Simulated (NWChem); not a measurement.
Correlation energy of ethane (C₂H₆)

```
C
H 1 1.1024
H 1 1.1024 2 107.31
H 1 1.1024 2 107.31 3 115.06
C 1 1.5277 2 111.55 3 -122.47
H 5 1.1024 1 111.55 2 -60.00
H 5 1.1024 6 107.31 1 122.47
H 5 1.1024 6 107.31 7 115.06
```
Charge 0, spin multiplicity 1.

The numbers come from NWChem runs, not from measurements. Structure: optimised with B3LYP/def2-SVP, a minimum by its harmonic frequencies.

Basis set: STO-3G. Each correlation energy counts from its own Hartree-Fock reference.

The correlated methods keep 2 core orbitals frozen. No row is a measurement; the coupled-cluster row has its own basis-set and correlation limits.

Q: For the correlation energy, CR-CCSD(T) gives -148.2 mHa and CCSDT gives -148.5 mHa. What do CCSD give?

A: CCSD: -147.8 mHa.
